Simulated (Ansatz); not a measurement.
# One shape, several levels: H3NO (hydroxylamine)

Aim: a comparison of 6 runs (BLYP/STO-3G, PBE/STO-3G, PBE0/STO-3G, UPBE/STO-3G, wB97M-V/STO-3G, CCSD/STO-3G) of H3NO (hydroxylamine). 

The results are computed with Ansatz 0.2.0.

51 further runs of the same task are left out: 1 that didn't finish, 50 set aside as unsound or not needed.

## 1. Starting point

H3NO: 5 atoms, total charge 0, spin state singlet. As SMILES, `NO`. The H4–N1 distance was set to 2.039 Å, away from the relaxed value. At this shape a bond of the SMILES string is far longer than usual.

Bond lengths: N1–O2 1.432 Å, N1–H3 1.020 Å, O2–H5 0.966 Å. Angles: N1–O2–H5 105.0°, O2–N1–H3 105.6°.

## 2. The energy at BLYP/STO-3G (run 1)

Input file run.yaml:

```yaml
crystal:
  periodic: [false, false, false]
  atoms:
    - {symbol: N, position_ang: [0.798855, -0.618566, -0.171222]}
    - {symbol: O, position_ang: [1.349495, 0.422124, 0.643458]}
    - {symbol: H, position_ang: [0.815995, -1.458266, 0.406958]}
    - {symbol: H, position_ang: [-1.156690, -0.114310, -0.454620]}
    - {symbol: H, position_ang: [2.103405, 0.760504, 0.142228]}
basis:
  gaussian: {orbitals: STO-3G}
hamiltonian: {xc: {name: BLYP}}
accuracy: high
```

Run with:

```sh
ansatz run run.yaml --threads 1 --pin off --max-ram 2610MiB --events-out events.jsonl --progress --plain --runs-dir runs
```

Standard output:

```text
Warning: RAYON_NUM_THREADS=1 ignored (pool sized by the plan → 1); use --threads N
Functional definition: BLYP
  name "BLYP"
  parameter beta = 0.0042
  parameter a = 0.04918
  parameter b = 0.132
  parameter c = 0.2533
  parameter d = 0.349
  exchange = b88_x(beta = beta)
  correlation = lyp_c(a = a, b = b, c = c, d = d)
208 factors; integrals over basis functions are off by at most 2.3e-8 eV
mean field evaluation 1: about -3528.5818 eV, gradient 1.4e1 eV
mean field evaluation 2: about -3520.4464 eV, gradient 2.7e1 eV
mean field evaluation 4: about -3527.0104 eV, gradient 2.1e1 eV
mean field evaluation 8: about -3529.6077 eV, gradient 3.2e-4 eV
mean field -3529.60769887 eV, -129.7106904795 hartree, gradient 5.6e-8 eV, S^2 0.000000; 0 other end points of the search recorded, 0 dependent functions left out
reference -3529.60773313 eV, -129.7106917385 hartree; 9, 9 occupied and 4, 4 virtual orbitals, 208 factors
Total energy: -3529.60773313 eV, -129.7106917385 hartree
```

Wall time 0.77 s (1 thread of Arm Neoverse V1, shared host).

## 3. A single-point energy at PBE/STO-3G (run 2)

Changes to run.yaml since step 2:

```diff
@@ -9,4 +9,6 @@
 basis:
-  gaussian: {orbitals: STO-3G}
-hamiltonian: {xc: {name: BLYP}}
+  gaussian:
+    orbitals: STO-3G
+hamiltonian:
+  xc: pbe
 accuracy: high
```

Run with:

```sh
ansatz run run.yaml --threads 1 --pin off --max-ram 2610MiB --events-out events.jsonl --progress --plain --runs-dir runs
```

Standard output:

```text
Warning: RAYON_NUM_THREADS=1 ignored (pool sized by the plan → 1); use --threads N
Functional definition: PBE
  name "PBE"
  parameter kappa = 0.804
  parameter beta = 0.06672455060314922
  exchange = pbe_x(kappa = kappa, mu = beta*pi^2/3)
  correlation = pbe_c(beta = beta)
208 factors; integrals over basis functions are off by at most 2.3e-8 eV
mean field evaluation 1: about -3526.3070 eV, gradient 1.2e1 eV
mean field evaluation 2: about -3519.3623 eV, gradient 2.6e1 eV
mean field evaluation 4: about -3525.2667 eV, gradient 1.8e1 eV
mean field evaluation 8: about -3527.0078 eV, gradient 2.7e-4 eV
mean field -3527.00778754 eV, -129.6151455002 hartree, gradient 5.6e-8 eV, S^2 0.000000; 0 other end points of the search recorded, 0 dependent functions left out
reference -3527.00778934 eV, -129.6151455664 hartree; 9, 9 occupied and 4, 4 virtual orbitals, 208 factors
Total energy: -3527.00778934 eV, -129.6151455664 hartree
```

It took 0.79 s on 1 thread of Arm Neoverse V1, shared host.

Runs 3 to 4 aren't shown in full; the table further down has their settings and results.

## 4. The energy at wB97M-V/STO-3G (run 5)

Input file molecule.yaml:

```yaml
crystal:
  periodic: [false, false, false]
  atoms:
    - symbol: "N"
      position_ang: [0.798855, -0.618566, -0.171222]
    - symbol: O
      position_ang: [1.349495, 0.422124, 0.643458]
    - symbol: H
      position_ang: [0.815995, -1.458266, 0.406958]
    - symbol: H
      position_ang: [-1.156690, -0.114310, -0.454620]
    - symbol: H
      position_ang: [2.103405, 0.760504, 0.142228]
basis:
  gaussian:
    orbitals: STO-3G
hamiltonian:
  xc: {name: wB97M-V}
accuracy: high
```

Run with:

```sh
ansatz run molecule.yaml --threads 1 --pin off --max-ram 2610MiB --events-out events.jsonl --progress --plain --runs-dir runs
```

Standard output, shortened:

```text
Warning: RAYON_NUM_THREADS=1 ignored (pool sized by the plan → 1); use --threads N
Functional definition: wB97M-V
  name "wB97M-V"
[...]
  gx(w, u) = 1 - cx + cx01*u + cx10*w
  gss(w, u) = css00 + css04*u^4 + css10*w + css20*w^2 + css43*w^4*u^3
  gos(w, u) = cos00 + cos10*w + (cos20 + cos21*u)*w^2 + (cos60 + cos61*u)*w^6
[...]
      + integral(e_c_pw_mod_opposite_spin*gos(b97_w_opposite, b97_u_opposite)) + vv10(b, c)
208 factors; integrals over basis functions are off by at most 2.3e-8 eV
115 factors; integrals over basis functions are off by at most 4.6e-10 eV
[...]
mean field -3529.87196459 eV, -129.7204020654 hartree, gradient 2.5e-8 eV, S^2 0.000000; 0 other end points of the search recorded, 0 dependent functions left out
reference -3529.87196689 eV, -129.7204021500 hartree; 9, 9 occupied and 4, 4 virtual orbitals, 208 factors
Total energy: -3529.87196689 eV, -129.7204021500 hartree
```

Run time: 13 s. Hardware: 1 thread of Arm Neoverse V1, shared host; peak memory 0.21 GiB.

## 5. A single-point energy at CCSD/STO-3G (run 6)

Input file molecule.yaml:

```yaml
crystal:
  periodic: [false, false, false]
  atoms:
    - {symbol: "N", position_ang: [0.798855, -0.618566, -0.171222]}
    - {symbol: O, position_ang: [1.349495, 0.422124, 0.643458]}
    - {symbol: H, position_ang: [0.815995, -1.458266, 0.406958]}
    - {symbol: H, position_ang: [-1.156690, -0.114310, -0.454620]}
    - {symbol: H, position_ang: [2.103405, 0.760504, 0.142228]}
basis:
  gaussian: {orbitals: STO-3G}
total_charge: 0
correlation: {method: ccsd, frozen_orbitals: {H: 0, "N": 1, O: 1}}
accuracy: high
scf: {omitted_lower_state_checks: [cluster_reference, increment]}
```

Run with:

```sh
ansatz run molecule.yaml --threads 1 --pin off --max-ram 2610MiB --events-out events.jsonl --progress --plain --runs-dir runs
```

Standard output, shortened:

```text
Warning: RAYON_NUM_THREADS=1 ignored (pool sized by the plan → 1); use --threads N
Functional definition: HF
  name "HF"
[...]
208 factors; integrals over basis functions are off by at most 2.3e-8 eV
[...]
mean field -3510.36273133 eV, -129.0034509670 hartree, gradient 1.7e-8 eV, S^2 0.000000; 0 other end points of the search recorded, 0 dependent functions left out; unrestricted orbitals would lower it
2 core orbitals not correlated: weight in the atoms' cores, before any rotation towards them, 1.000 or more for the frozen orbitals, at most 0.000 for the correlated occupied ones
reference -3510.36273133 eV, -129.0034509670 hartree; 7, 7 occupied and 4, 4 virtual orbitals, 208 factors
second order -4.25983843 eV of doubles, -0.00000000 eV of singles
cycle   1  -4.58233724 eV  change    -1.4e0 eV  update   1.4e-1
[...]
cycle  26  -6.34972998 eV  change   6.0e-10 eV  update  4.4e-10
WARN: these amplitudes may be one of several solutions (largest doubles amplitude 0.53, level shift 6.05 eV)
Total energy: -3516.71246131 eV, -129.2367992397 hartree
Checks for a lower state left out: cluster_reference, increment
```

Wall time 0.12 s (1 thread of Arm Neoverse V1, shared host).

## 6. All runs side by side

```csv
run,level,frozen core orbitals,energy (Eh),wall time
1,BLYP/STO-3G,–,-129.710692,0.77 s
2,PBE/STO-3G,–,-129.615146,0.79 s
3,PBE0/STO-3G,–,-129.609396,0.73 s
4,UPBE/STO-3G,–,-129.622163,2.8 s
5,wB97M-V/STO-3G,–,-129.720402,13 s
6,CCSD/STO-3G,2,-129.236799,0.12 s
```

## 7. Results

| quantity | value |
| --- | --- |
| run 6: total energy | -129.23680 Eh |
| run 6: correlation energy (2 core orbitals frozen) | -233.3 mEh |
| run 6: T1 diagnostic | 0.030 |

What this shows: Totals of different functionals can't be ranked against each other. In run 6 the log says that unrestricted orbitals would lower the reference, so the values rest on an unstable closed-shell determinant (other closed-shell runs at this shape may share the fault). In runs 1, 2, 3, 4, 5, 6 the basis is minimal, so the values are rough. In runs 1, 2, 3, 5, 6 a closed-shell determinant meets a far-stretched bond, which it describes badly. Spin contamination of the reference: run 4 ⟨S²⟩ = 0.58. All runs together took 18 s, the longest 13 s.
